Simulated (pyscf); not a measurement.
# Addition: H₂C=CH–SiH₃ (SMILES C=C[SiH3]) + CH₃• (SMILES [CH3]) -> H₃C–CH₂–CH•–SiH₃ (SMILES CC[CH][SiH3])

Gas phase, doublet surface, charge 0. Bonds broken: none. Bonds formed: C1–C10. Structures and frequencies: ωB97X-D3(BJ)/def2-SVP in PySCF.

Transition state (Å):

```xyz
13

C      0.3744    -0.2410    -0.3394
C      0.9656     0.2237     0.7948
Si     0.1654     0.0926     2.4731
H     -0.5227    -0.8678    -0.2912
H      0.8979    -0.2305    -1.3015
H      1.9226     0.7528     0.6935
H     -0.1803     1.4419     3.0188
H     -1.0900    -0.7069     2.3471
H      1.0690    -0.5686     3.4625
C     -1.0137     1.4884    -1.1457
H     -0.2664     2.2669    -1.3182
H     -1.4252     0.9806    -2.0231
H     -1.6728     1.6136    -0.2826
```

One imaginary mode, 410i cm⁻¹; descent along it reached the two sides named.

```json
[
 {"bond": "C1–C10", "change": "forms", "reactant side (Å)": "3.7", "saddle": "2.360", "product side": "1.534"}
]
```

Electronic energies relative to the separated reactants (kcal/mol):

```csv
level,barrier,reaction energy,reverse barrier
ωB97X-D3(BJ)/def2-TZVP,3.6,-33.4,37.0
PBE/def2-TZVP,1.2,-31.2,32.4
r²SCAN/def2-TZVP,1.9,-31.4,33.3
B3LYP-D3(BJ)/def2-TZVP,2.3,-29.1,31.4
PBE0-D3(BJ)/def2-TZVP,1.9,-34.8,36.7
M06-2X/def2-TZVP,4.3,-31.4,35.7
ωB97M-D3(BJ)/def2-TZVP,4.2,-30.8,35.0
HF/def2-TZVP,10.3,-22.3,32.7
```

With ωB97M-D3(BJ)/def2-TZVP energies and thermal terms (ideal gas, 1 atm, RRHO with modes under 100 cm⁻¹ raised to 100, one conformer, R ln 2 for rigid chiral ones), in kcal/mol:

```
T (K)  ΔH‡   ΔG‡     ΔH     ΔG
-----  ---  ----  -----  -----
298    5.4  14.7  -26.7  -16.2
600    5.6  24.1  -27.0   -5.4
900    6.1  33.3  -26.4   +5.2
1200   6.7  42.2  -25.6  +15.7
```

H₃C–CH₂–CH•–SiH₃ lies 27.4 kcal/mol over its isomer H₃C–Si•(CH₃)–CH₃, and others may lie lower still (electronic energy, ωB97M-D3(BJ)). This is the saddle that the search found; another between the same sides may lie lower.
